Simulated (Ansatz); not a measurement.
A search over several starts for the lowest SCF solution of B3H9⁻ (relaxed from a model of (H2B-mu-H)3, whose bonding it doesn't keep) at the given spin, in a small basis.

```yaml
crystal:
  periodic: [false, false, false]
  atoms:
    - {symbol: B, position_ang: [0.112440, 0.772773, -0.786817]}
    - {symbol: H, position_ang: [1.090355, 1.445896, -0.695463]}
    - {symbol: H, position_ang: [-0.620192, 1.023329, -1.719734]}
    - {symbol: H, position_ang: [-0.915787, 1.012483, -0.002228]}
    - {symbol: B, position_ang: [-0.437026, 0.279626, 0.979765]}
    - {symbol: H, position_ang: [-1.580082, 0.160627, 1.365849]}
    - {symbol: H, position_ang: [0.328133, 0.763284, 1.753313]}
    - {symbol: H, position_ang: [-0.431971, -1.022559, 0.798028]}
    - {symbol: B, position_ang: [0.516112, -0.976679, -0.112344]}
    - {symbol: H, position_ang: [1.654668, -0.993920, 0.235876]}
    - {symbol: H, position_ang: [0.073358, -2.020839, -0.540903]}
    - {symbol: H, position_ang: [0.209994, -0.444011, -1.275331]}
basis:
  gaussian: {orbitals: def2-SVP}
total_charge: -1
magnetization: {spin_polarized: true, initial_magnetization: 1}
hamiltonian: {xc: pbe0, dispersion: d4}
output: {orbitals: {seedname: orbitals}}
```

```sh
$ ansatz run in.yaml --threads 4 --pin off --events-out ev --progress --plain --max-ram 3916MiB
```

Shortened log:

```
Functional definition: PBE0
984 factors; their error is unknown
mean field evaluation 1: about -2165.7440 eV, gradient 1.2e1 eV
mean field evaluation 2: about -2166.1204 eV, gradient 1.1e1 eV
mean field evaluation 4: about -2166.8748 eV, gradient 2.5e-1 eV
mean field evaluation 8: about -2166.8700 eV, gradient 3.0e-2 eV
mean field evaluation 16: about -2166.8700 eV, gradient 2.9e-5 eV
mean field -2166.86999947 eV, -79.6310037234 hartree, gradient 1.5e-5 eV, S^2 0.754406; 2 other end points of the search recorded, 0 dependent functions left out
reference -2166.87002961 eV, -79.6310048310 hartree; 13, 12 occupied and 74, 75 virtual orbitals, 984 factors
Total energy: -2167.04949418 eV, -79.6376000324 hartree
```

Run time 1.2 s (4 threads of Arm Neoverse V1 on a shared host).

The highest occupied level of the charge -1 doublet lies above zero (up to 4.35 eV). By energy differences it is unbound by 0.83 eV (vertical, against the charge 0 singlet, at PBE0-D4/def2-TZVPD) and held by the finite basis.
